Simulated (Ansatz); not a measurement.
C5H8O, SMILES `C=CCC1CO1`, relaxed with RKS PBE0-D4/def2-TZVP in Ansatz from a PBE-D4/def2-SVP geometry. The force threshold is 0.005 eV/Å; the program also tests the step.

The species carries charge 0 and has multiplicity 1.

Start:

```xyz
14

C    -0.951   -1.413   -1.067
C    -0.650   -0.152   -1.424
C    -0.099    0.923   -0.527
C     0.008    0.552    0.934
C     1.245   -0.013    1.508
O     0.886    1.352    1.732
H    -0.811   -1.781   -0.037
H    -1.350   -2.131   -1.800
H    -0.811    0.152   -2.475
H    -0.733    1.835   -0.621
H     0.907    1.240   -0.887
H    -0.951    0.296    1.429
H     2.116   -0.181    0.844
H     1.193   -0.680    2.390
```

```tsv
step	energy (eV)	largest force (eV/Å)	largest move (Å)
1	-7354.9256	0.652	0.000
2	-7354.9934	0.235	0.035
3	-7354.9991	0.053	0.017
4 (rejected)	-7354.9991	0.052	0.016
5	-7354.9994	0.015	0.007
6	-7354.9994	0.011	0.007
7	-7354.9994	0.005	0.003
```

End:

```xyz
14

C    -0.928   -1.395   -1.053
C    -0.648   -0.149   -1.411
C    -0.097    0.920   -0.524
C     0.004    0.546    0.923
C     1.222   -0.026    1.487
O     0.881    1.331    1.715
H    -0.771   -1.755   -0.042
H    -1.324   -2.106   -1.768
H    -0.824    0.151   -2.441
H    -0.720    1.819   -0.617
H     0.897    1.218   -0.878
H    -0.938    0.308    1.415
H     2.078   -0.186    0.835
H     1.167   -0.674    2.358
```

Run time 34 s (4 threads of a server CPU on a shared host); peak host memory 0.66 GiB.
